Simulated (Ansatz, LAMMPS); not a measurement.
## Rock-salt CaO: properties by level of theory

Reference values: lattice constant a 4.781 Å (measured, zero-point anharmonic expansion removed; as tabulated in Chen et al. (2018), doi:10.1103/physrevmaterials.2.073803); bulk modulus 120 GPa (measured, low temperature, extrapolated to 0 K; as tabulated in Chen et al. (2018), doi:10.1103/physrevmaterials.2.073803); elastic constant C11 219 GPa (measured, room temperature, no zero-point or thermal correction; as tabulated in Speziale et al. (2006), doi:10.1029/2005jb003823); elastic constant C44 80 GPa (measured, room temperature, no zero-point or thermal correction; as tabulated in Speziale et al. (2006), doi:10.1029/2005jb003823).

| level (code) | equilibrium lattice constant a (Å) | bulk modulus (GPa) | elastic constant C11 (GPa) | elastic constant C44 (GPa) |
|---|---|---|---|---|
| ionic model lewis1985c (shell model, LAMMPS) | 4.807 | 136 | 212 | 98.6 |
| LDA (Ansatz) | ? | ? | ? | ? |
| PBE0 (Ansatz) | 4.797 | 115 | 222 | ? |

**Question.** What belongs in the gaps?

**Answer.** 
- LDA (Ansatz, an electronic-structure program), equilibrium lattice constant a (Å): 4.708
- LDA (Ansatz), bulk modulus (GPa): 129
- LDA (Ansatz), elastic constant C11 (GPa): 260
- LDA (Ansatz), elastic constant C44 (GPa): 80.0
- PBE0 (Ansatz), elastic constant C44 (GPa): 81.1

Differences from the reference values (errors of the level alone only where the reference is corrected to a static lattice):

```
level                   lattice constant a (%)  bulk modulus (%)  elastic constant C11 (%)  elastic constant C44 (%)
----------------------  ----------------------  ----------------  ------------------------  ------------------------
ionic model lewis1985c                   +0.54             +13.3                      -3.2                       +23
LDA                                      -1.53              +7.5                     +18.7                       0.0
PBE0                                     +0.33              -4.2                      +1.4                      +1.4
```

Nearest: lattice constant a, not ranked (one source); bulk modulus, not ranked (one source); elastic constant C11, not ranked (reference at room or unstated temperature); elastic constant C44, not ranked (reference at room or unstated temperature). Empirical potentials aren't ranked on values they can be fitted to.

Empirical potentials (ionic model lewis1985c) are fitted to chosen data, which need not cover the solid at hand: agreement can be built in, and what lay outside the fit can be far off.

Ansatz's density-functional and Hartree–Fock values are scalar-relativistic unless marked +SOC, with PAW data made under PBE.

Differences are worked out from the printed values.

Static lattice: no zero-point or thermal effects.
